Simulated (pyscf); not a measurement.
Routes from `[GaH2][AsH]` [doublet]

Candidate steps break at most two bonds and form at most two. Each was searched with GFN2-xTB (tblite) first. Optimised with ωB97X-D3(BJ)/def2-SVP in PySCF. Energies: ωB97M-D3(BJ)/def2-TZVP, kcal/mol, from the reactant's lowest minimum found, doublet surface; ΔG‡ with ideal gas, 1 atm, RRHO with modes under 100 cm⁻¹ raised to 100, one conformer, R ln 2 for chiral ones without a mode under 150 cm⁻¹.

| products | type | ΔE‡ | ΔE | ΔG‡ 298 K | ΔG‡ 900 K | ν‡ (cm⁻¹) |
|---|---|---|---|---|---|---|
| [HGa–AsH₂]• | hydrogen shift | 29.8 | +2.8 | 29.3 | 31.4 | 1469i |
| HGa=As• + H₂ | elimination | 47.4 | +23.4 | 45.7 | 47.7 | 1676i |

Plain bond fissions and candidates not yet searched are not listed, and one of them may be faster. Each barrier is that of the saddle found; lower ones may exist. The term symbol of open-shell HGa=As• was not checked; spin-orbit terms and orbital degeneracy are left out. Elements up to Kr have no core potential and no relativistic terms here.
